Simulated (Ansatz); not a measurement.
```yaml
crystal:
  periodic: [false, false, false]
  atoms:
    - {symbol: C, position_ang: [0.026295, 1.056110, 0.245030]}
    - {symbol: N, position_ang: [0.363543, -0.310380, 0.554737]}
    - {symbol: C, position_ang: [0.015515, -1.191457, -0.251526]}
    - {symbol: Cl, position_ang: [0.367296, -2.861332, 0.020669]}
    - {symbol: H, position_ang: [-0.517142, 1.177580, -0.701598]}
    - {symbol: H, position_ang: [-0.579921, 1.462418, 1.058078]}
    - {symbol: H, position_ang: [0.945102, 1.645916, 0.206184]}
    - {symbol: H, position_ang: [-0.528487, -1.035957, -1.187373]}
basis:
  gaussian: {orbitals: def2-SVPD}
magnetization: {spin_polarized: true, initial_magnetization: 1}
hamiltonian: {xc: {name: HF}}
correlation: {method: bccd_t, electrons: outside_noble_gas}
```

```sh
$ ansatz run in.yaml --threads 2 --pin off --events-out ev --progress --plain --max-ram 4352MiB
```

It prints (some lines left out):

```
Error: a molecule whose nuclei and cores have a total charge of 40 cannot have a net charge of 0 together with 1 unpaired electrons
```

In this input the number of unpaired electrons doesn't fit the electron count. The input was rejected before any iteration.
